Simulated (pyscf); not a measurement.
H₃Si–O–SiH₃ (SMILES [SiH3]O[SiH3]) + F–CH₂–F (SMILES FCF) → F–SiH₂–O–SiH₃ (SMILES F[SiH2]O[SiH3]) + H₃C–F (SMILES CF), a four-centre exchange (singlet surface; H–Si, C–F broken, F–Si, C–H formed). Structures and frequencies: ωB97X-D3(BJ)/def2-SVP in PySCF. Energies in kcal/mol from the separated reactants.

Small-basis levels: PySCF, no dispersion term, spherical d functions. 

Quick B3LYP/6-31G* single points give ΔE‡ = 65.9 kcal/mol and ΔE = -44.2 kcal/mol. What does ωB97M-D3(BJ)/def2-TZVP give, and how far is the quick result from it?

ωB97M-D3(BJ)/def2-TZVP gives ΔE‡ = 66.9 kcal/mol and ΔE = -47.3 kcal/mol. B3LYP/6-31G* lies 1.0 kcal/mol under it in the barrier and 3.0 kcal/mol over it in the reaction energy, so on this step it does not hold to within 3.0 kcal/mol. ωB97M-D3(BJ)/def2-TZVP has limits of its own. From the product side, F–SiH₂–O–SiH₂• + H• + H₃C–F lies, by one bond made or cut, 16.1 kcal/mol under this saddle at ωB97M-D3(BJ)/def2-TZVP. This is the saddle that the search found; another between the same sides may lie lower.
